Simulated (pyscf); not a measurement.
Structures and frequencies: ωB97X-D3(BJ)/def2-SVP in PySCF.

PBE/def2-TZVP puts the barrier of `[F][Mo]([F])([F])([F])([F])[SH]` → `[F][Mo]([F])([F])([F])=[S]` + `[FH]` (elimination; singlet surface; H–S, F–Mo broken, F–H formed) at 15.0 kcal/mol and the reaction energy at -7.0 kcal/mol, from the reactant's lowest minimum found. What do r²SCAN/def2-TZVP, B3LYP-D3(BJ)/def2-TZVP, ωB97M-D3(BJ)/def2-TZVP give on the same structures?

r²SCAN: ΔE‡ = 17.0 kcal/mol, ΔE = -5.1 kcal/mol; B3LYP-D3(BJ): ΔE‡ = 18.2 kcal/mol, ΔE = -10.5 kcal/mol; ωB97M-D3(BJ): ΔE‡ = 18.3 kcal/mol, ΔE = -13.3 kcal/mol. PBE's barrier lies under all of them, by 2.0 to 3.3 kcal/mol. Its reaction energy lies among theirs. On the product side the descent ends in a complex (not fully relaxed), 4.1 kcal/mol under the separated species and 34.1 kcal/mol under the saddle at ωB97X-D3(BJ)/def2-TZVP. One saddle was located; it need not be the lowest between these sides. Elements past Kr carry the def2 core potentials, without spin-orbit coupling.
